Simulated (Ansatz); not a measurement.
Question: Predict a relaxed structure of SiEtH3 (C2H8Si), charge 0, singlet, at r2SCAN-D4/def2-TZVP (Ansatz).

Answer: 
```xyz
11

Si   -0.549    0.205    1.347
C     0.481    0.494   -0.196
C     0.245   -0.558   -1.285
H     1.538    0.513    0.092
H     0.254    1.495   -0.578
H     0.850   -0.359   -2.173
H     0.500   -1.560   -0.930
H    -0.802   -0.580   -1.598
H    -0.278   -1.151    1.899
H    -1.999    0.289    1.024
H    -0.240    1.213    2.397
```
 This is one stationary point.
